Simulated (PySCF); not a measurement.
**How far each method lies from full CI for SiH4, singlet**

Geometry: a point of a breathe scan, not a stationary point.

| atom | x (Å) | y (Å) | z (Å) |
| --- | --- | --- | --- |
| Si | 0.0000 | 0.0000 | 0.0000 |
| H | 1.7220 | 1.7278 | 1.7239 |
| H | -1.7294 | -1.7191 | 1.7252 |
| H | -1.7197 | 1.7213 | -1.7326 |
| H | 1.7272 | -1.7300 | -1.7165 |

Basis 6-31G; PySCF 2.14.0. Correlated methods freeze the noble-gas cores, which leaves 8 electrons in 16 orbitals. Prefix R: restricted or restricted open-shell reference; prefix U: unrestricted.

Full CI is exact within this basis and frozen core; it isn't the basis-set limit. The frozen core follows each run's orbitals, which can shift R against U totals by a few meV.

```
UHF ⟨S²⟩                          : 2.724
T1 diagnostic (ROHF- or RHF-based CCSD)             : 0.0341
largest doubles amplitude (ROHF- or RHF-based CCSD) : 0.282
```

```json
{"level": "RHF", "E − E(full CI) (mEh)": "333.59", "share of correlation (%)": "0.00", "wall time": "–"}
{"level": "UHF†", "E − E(full CI) (mEh)": "69.73", "share of correlation (%)": "–", "wall time": "–"}
{"level": "RMP2", "E − E(full CI) (mEh)": "150.21", "share of correlation (%)": "54.97", "wall time": "–"}
{"level": "UMP2†", "E − E(full CI) (mEh)": "50.03", "share of correlation (%)": "–", "wall time": "–"}
{"level": "RCCSD", "E − E(full CI) (mEh)": "57.95", "share of correlation (%)": "82.63", "wall time": "–"}
{"level": "UCCSD†", "E − E(full CI) (mEh)": "8.90", "share of correlation (%)": "–", "wall time": "–"}
{"level": "RCCSD(T)", "E − E(full CI) (mEh)": "13.58", "share of correlation (%)": "95.93", "wall time": "0.31 s"}
{"level": "UCCSD(T)†", "E − E(full CI) (mEh)": "2.32", "share of correlation (%)": "–", "wall time": "1.1 s"}
{"level": "RCCSDT", "E − E(full CI) (mEh)": "8.29", "share of correlation (%)": "97.51", "wall time": "–"}
{"level": "UCCSDT†", "E − E(full CI) (mEh)": "-2.28", "share of correlation (%)": "–", "wall time": "12 s"}
{"level": "RCCSDT(Q)*", "E − E(full CI) (mEh)": "-1.51", "share of correlation (%)": "100.45", "wall time": "1.4 s"}
```

An asterisk marks runs with an unusually large perturbative step. A dagger marks rows that describe another state than the reference (another or a broken symmetry, a higher spin or other natural occupations), so the difference isn't the method's error.

The correlation energy at full CI, counted from RHF, is -9.077 eV. The search over symmetries took 11 min on 1 thread of Intel Xeon, shared host; the state has 1,656,848 determinants.

Times are those of the correlated step on a shared host, with one SCF added for the restricted CCSD run; they ran on 1 thread of Intel Xeon.

More than 5 meV below full CI, which no variational method can be: RCCSDT(Q).

Unrestricted levels hold only the spin's projection, and here they fall towards a lower state of higher spin.

The full-CI state has the irrep A' of Cs, in the program's axes (one component, if the state is degenerate).

Natural occupations of full CI about the gap: 1.944 1.406 1.405 1.405 0.804 0.338 0.338 0.338 0.006 0.005; effectively unpaired electrons, Σ n²(2−n)², 3.98. No single determinant describes this state well, so single-reference rows can miss without a flag.
